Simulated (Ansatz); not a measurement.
**CHN (singlet): the correlation ladder at scale of all distances = 1.718, 6-31G**

Aim: climb from Hartree-Fock through coupled cluster and multireference methods for CHN (singlet) at one geometry and basis, and see what each rung misses.

Computed with Ansatz 0.2.0, Gaussian basis. Level: 6-31G, core rule «outside noble gas», up to 2 orbitals frozen.

To be run: UHF; CCSD(T) on RHF; CCSD(T) on UHF; BCCD(T) on RHF; CISD; CCSDT(Q) on RHF; CCSDT(Q) on UHF; CISDTQ; CCSDTQ on RHF; CASSCF and MRCISD+Q, 2 electrons in 2 orbitals; CASSCF and NEVPT2, 2 electrons in 2 orbitals; CASSCF and MRCISD+Q, 10 electrons in 9 orbitals; CASSCF and NEVPT2, 10 electrons in 9 orbitals; Full CI.

13 further runs of the same task are left out: 11 that didn't finish, 2 set aside as unsound or not needed.

## Step 1: The geometry

The geometry derives from a PBE0/def2-TZVP stationary point (not a proven minimum). All distances are scaled together.

3 atoms, charge 0, spin multiplicity 1.

Atoms are counted from 1 here; the program's logs count them from 0.

No contacts short enough for the rule that draws bonds.

## Step 2: UHF

Contents of in.yaml:

```yaml
crystal:
  periodic: [false, false, false]
  atoms:
    - {symbol: N, position_ang: [0.000000, 0.000000, 0.095337]}
    - {symbol: C, position_ang: [0.000000, 0.000000, -1.903501]}
    - {symbol: H, position_ang: [0.000000, 0.000000, 1.808164]}
basis:
  gaussian: {orbitals: 6-31G}
magnetization: {spin_polarized: true, initial_magnetization: 0}
hamiltonian: {xc: hf}
output: {orbitals: {seedname: orbitals}}
```

Launch:

```bash
$ ansatz run in.yaml --threads 1 --pin off --events-out ev --progress --plain --max-ram 2393MiB
```

The runs that follow: CCSD(T) on RHF; CCSD(T) on UHF; BCCD(T) on RHF; CISD; CCSDT(Q) on RHF; CCSDT(Q) on UHF; CISDTQ; CCSDTQ on RHF; CASSCF and MRCISD+Q, 2 electrons in 2 orbitals; CASSCF and NEVPT2, 2 electrons in 2 orbitals; CASSCF and MRCISD+Q, 10 electrons in 9 orbitals; CASSCF and NEVPT2, 10 electrons in 9 orbitals; Full CI.

**Question.** What will the summary of the whole plan be? Wanted: FCI below the RHF energy; RMP2 from FCI; UMP2 from FCI; RCCSD from FCI; RCCSD(T) from FCI; UCCSD(T) from FCI; RCCSDT(Q) from FCI; UCCSDT(Q) from FCI; NEVPT2 valence from FCI.

The runs gave:

| quantity | value |
| --- | --- |
| FCI below the RHF energy | -9.7866 eV |
| RMP2 from FCI | -858.8 meV |
| UMP2 from FCI | +2052.3 meV |
| RCCSD from FCI | +1308.3 meV |
| RCCSD(T) from FCI | -529.2 meV |
| UCCSD(T) from FCI | +430.3 meV |
| RCCSDT(Q) from FCI | +121.7 meV |
| UCCSDT(Q) from FCI | +132.6 meV |
| NEVPT2 valence from FCI | +503.3 meV |
| MRCISD+Q valence from FCI | +29.2 meV |
| levels within 1 kcal/mol (43 meV) | RCCSDTQ, MRCISD+Q valence |
| T1 diagnostic | 0.071 |
| effectively unpaired electrons | 2.20 |

RCCSD(T) misses by -529.2 meV, 5.4 % of the correlation energy. CCSD(T) misses by -529.2 meV on the restricted determinant and by +430.3 meV on the unrestricted one; the two need not hold the same state or core. RMP2, RCCSD(T), BCCD(T) fall below full CI, which methods that aren't variational can do. The occupations show strong static correlation (2.2 unpaired electrons where one determinant has 0). Of the multireference levels listed MRCISD+Q valence comes nearest in total energy (+29.2 meV), which doesn't show that its space is the better one. Coupled cluster took another determinant than the lowest Hartree-Fock one. These misses are within one basis, not against nature.
